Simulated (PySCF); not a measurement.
Diamond-structure Ge: correlation energy from several methods in one and the same small orbital space (PySCF; 2 atoms at the zone centre, 8 electrons in 17 orbitals, empty ones MP2 natural orbitals of a TZ basis, lattice constant set to 5.658 Å). It tests the methods against each other and lies far from the crystal's limit.

```json
[
 {"method": "MP2", "E_corr (eV per atom)": "-1.3786", "share of full CI (%)": "62.9", "error (meV)": "813"},
 {"method": "CCSD", "E_corr (eV per atom)": "-2.1709", "share of full CI (%)": "99.1", "error (meV)": "20"},
 {"method": "CCSD(T)", "E_corr (eV per atom)": "-2.1748", "share of full CI (%)": "99.2", "error (meV)": "16"},
 {"method": "CCSDT", "E_corr (eV per atom)": "-2.1775", "share of full CI (%)": "99.4", "error (meV)": "14"},
 {"method": "CCSDT(Q)", "E_corr (eV per atom)": "-2.1839", "share of full CI (%)": "99.7", "error (meV)": "7"},
 {"method": "CCSDTQ", "E_corr (eV per atom)": "-2.1910", "share of full CI (%)": "100.0", "error (meV)": "0"},
 {"method": "full CI", "E_corr (eV per atom)": "-2.1913", "share of full CI (%)": "100.0", "error (meV)": "0"}
]
```

The Hartree–Fock determinant has a weight of 0.83 in the full CI state.

MP2, (T) and (Q) use filled levels shifted down by the Madelung term, which in so small a cell is a large part of the gap, so these rows hang on it.
